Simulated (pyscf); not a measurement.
Structures and frequencies: ωB97X-D3(BJ)/def2-SVP in PySCF. MP2 and CC: frozen core, UHF for open shells. ΔMP2 is the change of the MP2 total energy from the triple- to the quadruple-zeta basis.

SMILES: NB(Cl)N
```xyz
8

N     -1.5733     0.1547     0.5669
B     -0.7933    -0.4256    -0.4566
N      0.0517    -1.5436    -0.2868
Cl    -0.8830     0.3120    -2.0938
H     -2.1635     0.9564     0.3955
H     -1.5921    -0.1859     1.5184
H      0.1698    -2.0282     0.5924
H      0.5912    -1.9230    -1.0519
```

### Question
What is the homolytic dissociation enthalpy (298 K, CCSD(T)/def2-TZVPP + ΔMP2(QZVPP)) of the H–N bond of `[NH2][B]([NH2])[Cl]`, to •HN–B(NH₂)–Cl + H•?

### Answer
H–N to •HN–B(NH₂)–Cl + H•: 114.6 kcal/mol. The radicals are drawn with the spin at the cut bond; how far it spreads was not checked. Other isomers of •HN–B(NH₂)–Cl were not searched in full and may lie lower. The CCSD(T) − MP2 part came from Ansatz, without density fitting, on the same reference.
